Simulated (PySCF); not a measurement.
System (SMILES): OO (H2O2).
Geometry (B3LYP-D3(BJ)/def2-TZVP, fixed):
```xyz
4

O      0.0155     0.7238    -0.0702
O     -0.0112    -0.7261    -0.0419
H      0.8057     0.8967     0.4614
H     -0.8394    -0.8786     0.4355
```

How fast the isotropic shielding of H3 converges with the basis for several methods (PySCF): deviation from each method's own reference, in ppm. References: HF 25.36 ppm, the value in pcseg-3; PBE 24.68 ppm, the value in pcseg-3; PBE0 24.89 ppm, the value in pcseg-3. All functions are spherical. No added dispersion term, no relativity. GIAO; atoms are numbered in the order shown.

```
basis            functions    HF   PBE  PBE0
---------------  ---------  ----  ----  ----
6-31G                   22  2.43  2.29  2.28
6-31G*                  32  1.51  1.68  1.58
6-31+G*                 40  1.16  1.10  1.10
6-311+G**               56  0.89  0.85  0.86
aug-cc-pVDZ             64  0.63  0.52  0.55
cc-pVTZ                 88  0.43  0.51  0.47
jun-cc-pV(T+d)Z        106  0.24  0.20  0.22
def2-TZVPPD            114  0.25  0.23  0.23
```

Mean absolute deviation over 6-311+G**, cc-pVTZ, jun-cc-pV(T+d)Z, def2-TZVPPD: PBE0 0.45, PBE 0.45, HF 0.45 ppm.
